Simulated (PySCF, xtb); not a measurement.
fluoromethane (CH3F), SMILES CF.

GFN2-xTB (xtb) at its own geometry gives an orbital gap of 14.30 eV and a dipole moment of 2.26 D.

Geometry optimised at B3LYP-D3(BJ)/def2-TZVP.

What does CAM-B3LYP/def2-TZVPD run with PySCF give? (Estimate from the structure and the level; the computed values follow.)

gap 12.43 eV (levels -11.46 and 0.97 eV), dipole 1.91 D.
